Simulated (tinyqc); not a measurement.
Worked calculation: geometry optimisation on the LDA (VWN5)/sto-3g surface (energies and gradients from PySCF), for LiH, spin multiplicity 1. Computed by tinyqc, a small Python program that keeps every step (integrals from PySCF). Settings: charge = 0, multiplicity = 1, basis = sto-3g, functional = lda,vwn, optimiser = bfgs, first Hessian = 0.3, largest step = 0.3, iteration cap = 30. Command: `OMP_NUM_THREADS=1 python tinyqc.py 21991 21992 out.jsonl` (the two numbers bound the seeds that draw the settings). One thread of a shared host (Intel(R) Xeon(R) Processor @ 2.60GHz), about 1 s of CPU time with the checks.

## Step 1: energy and gradient

positions at the start (bohr):
```
          x       y       z
1Li  0.0000  0.0000  0.0000
2H   0.0000  0.0000  3.0122
```

Self-consistent energy and analytic gradient at these positions.

energy = -7.792172 hartree

gradient (hartree/bohr):
```
            x         y          z
1Li  0.000000  0.000000  -0.009773
2H   0.000000  0.000000   0.009778
```

## Step 1: move

Quasi-Newton step p = -H^(-1) g (first H = 0.3 times the unit matrix); steps longer than 0.3 bohr are cut back.

positions after step 1 (bohr):
```
          x       y       z
1Li  0.0000  0.0000  0.0326
2H   0.0000  0.0000  2.9796
```

## Step 2: energy and gradient

As before.

energy = -7.792628 hartree

gradient (hartree/bohr):
```
            x         y          z
1Li  0.000000  0.000000  -0.004131
2H   0.000000  0.000000   0.004138
```

## Step 2: move

inverse Hessian in use (bohr^2/hartree), lower triangle:
```
        1       2        3       4       5       6
1  3.3333
2  0.0000  3.3333
3  0.0000  0.0000   4.5530
4  0.0000  0.0000   0.0000  3.3333
5  0.0000  0.0000   0.0000  0.0000  3.3333
6  0.0000  0.0000  -1.2217  0.0000  0.0000  4.5572
```

Quasi-Newton step p = -H^(-1) g (the inverse Hessian comes from BFGS updates; coordinates in the order x, y, z of each atom); steps longer than 0.3 bohr are cut back.

positions after step 2 (bohr):
```
          x       y       z
1Li  0.0000  0.0000  0.0564
2H   0.0000  0.0000  2.9557
```

## Convergence

Stop when the largest gradient component is below 3e-5 hartree/bohr. The inverse Hessian follows the BFGS update with s = step, y = change of gradient.

Course of the optimisation:
```
step  E (hartree)  largest gradient (hartree/bohr)
1       -7.792172                         9.78e-03
2       -7.792628                         4.14e-03
3       -7.792719                         4.04e-04
4       -7.792720                         1.82e-05
```

Final distances (angstrom):
```
pair    distance
2H-1Li    1.5365
```

Converged in 4 steps.
